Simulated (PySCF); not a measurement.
PySCF input file for NO, SMILES [N]=O, multiplicity 2, B3LYP-D3(BJ)/def2-TZVPD. The structure is a stationary point at B3LYP-D3(BJ)/def2-TZVPD.

```python
import numpy as np
from pyscf import gto, scf, dft, df
from pyscf.hessian import thermo

mol = gto.M(
    atom='''
    N     0.00000000    0.00000000   -0.61065885
    O     0.00000000    0.00000000    0.53432650
    ''',
    basis='def2-TZVPD',
    charge=0,
    spin=1,
    max_memory=1600,
    verbose=3,
)
mf = dft.UKS(mol, xc='b3lyp').density_fit(auxbasis='def2-universal-jkfit')
mf.disp = 'd3bj'
mf.grids.level = 3
mf.conv_tol = 1e-11
mf.max_cycle = 100
mf.kernel()
fine, coarse = mf.grids, dft.Grids(mol).set(level=1).build(with_non0tab=True)
for _ in range(3):  # follow internal instabilities
    mf.grids = coarse
    mo, _, stable, _ = mf.stability(return_status=True, nroots=4)
    mf.grids = fine
    if stable:
        break
    mf.kernel(mf.make_rdm1(mo, mf.mo_occ))

# [left out here: the lines that compute and print the analytic Hessian (its translational invariance restored by hand, since the grid's response is missing), thermochemistry and intensities]
```

Program output:

```

WARN: HOMO -0.12710424328728 >= LUMO -0.127104243287272

converged SCF energy = -129.948430444225  <S^2> = 0.75335422  2S+1 = 2.0033514
<class 'pyscf.df.df_jk.DFUKS'> wavefunction is stable in the internal stability analysis

WARN: DFTD3 does not support analytical Hessian, using finite difference


WARN: Mole.unit (angstrom) is changed to Bohr

Mode                                 0
Irrep
Freq [cm^-1]                     1974.7129
Reduced mass [au]                  14.8713
Force const [Dyne/A]               34.1671
Char temp [K]                    2841.1722
Normal mode                   x     y     z
       0   N                 0.00  0.00 -0.20
       1   O                 0.00  0.00  0.17
temperature 298.1500 [K]
pressure 101325.00 [Pa]
Rotational constants [GHz] inf 51.61637 51.61637
Symmetry number 1
Zero-point energy (ZPE) 0.00450 [Eh]   11811.406 [J/mol]
                           tot       elec      trans        rot        vib
Entropy [J/mol/K]       205.081      5.763    151.167     48.145      0.006
Cv [J/mol/K]             20.841      0.000     12.472      8.314      0.055
Cp [J/mol/K]             29.155      0.000     20.786      8.314      0.055
Internal energy [J/mol]                      3718.434   2478.956  11813.123
Internal energy [Eh]   -129.94157  -129.94843
Enthalpy [J/mol]                             6197.391   2478.956  11813.123
Enthalpy [Eh]          -129.94063
Gibbs free energy [J/mol]                  -38873.049 -11875.364  11811.226
Gibbs free energy [Eh] -129.96392
mode   freq/cm-1   IR/(km/mol)
   1     1974.71        40.172
max |gradient| / (hartree/bohr): 2.049299627820935e-05
APT charges: [ 0.169 -0.169]
```

Self-consistency was reached.
